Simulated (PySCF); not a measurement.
# How well do the runs reproduce experiment for 1-hexyne?

**Experimental background.**

NIST CCCBDB Release 22 (SRD 101), experimental polarizabilities lists, for the gas: mean polarisability 10.9 Å³.

How close the calculation comes is told at the end.

Species: 1-hexyne, C6H10.
Numbering: `[CH:1]#[C:2][CH2:3][CH2:4][CH2:5][CH3:6]` (hydrogens: H7 on C1; H8, H9 on C3; H10, H11 on C4; H12, H13 on C5; H14, H15, H16 on C6)

Structure used (GFN2-xTB), in Å, numbered top down from 1:
```xyz
16
C6H10 angstrom
C      2.8614    1.0507    0.0414
C      2.1603    0.0883    0.1589
C      1.2892   -1.0641    0.2706
C     -0.1300   -0.7417   -0.2112
C     -0.8225    0.2728    0.6950
C     -2.2169    0.6224    0.1910
H      3.4842    1.8892   -0.0542
H      1.2599   -1.3905    1.3147
H      1.7087   -1.8775   -0.3294
H     -0.7138   -1.6651   -0.2371
H     -0.0807   -0.3457   -1.2283
H     -0.8949   -0.1365    1.7059
H     -0.2131    1.1778    0.7464
H     -2.6989    1.3306    0.8609
H     -2.8363   -0.2703    0.1312
H     -2.1642    1.0686   -0.7997
```

The PySCF runs (gas phase, on this GFN2-xTB geometry; no spin–orbit coupling):

| level | job | basis functions |
| --- | --- | --- |
| PBE0/def2-SVPD | 6 singlets by full TDDFT, 2 Tamm–Dancoff triplets, polarisability | 200 |

## Comparison

**Mean polarisability.** Measured: 10.9 Å³ (NIST CCCBDB Release 22 (SRD 101), experimental polarizabilities).

```json
{"level": "PBE0/def2-SVPD", "computed (Å³)": "10.48", "computed − measured (Å³)": "-0.42", "% (from the printed values)": "-4"}
```

The computed values are static and purely electronic, with core orbitals frozen in the response (1 au = 0.148185 Å³). The table of measured values doesn't say here whether a value is static or optical, or holds a vibrational part. The measurement averages over conformers, the calculation has one.

The geometry is computed, not the measured one. Where a level misses, the cause wasn't examined.
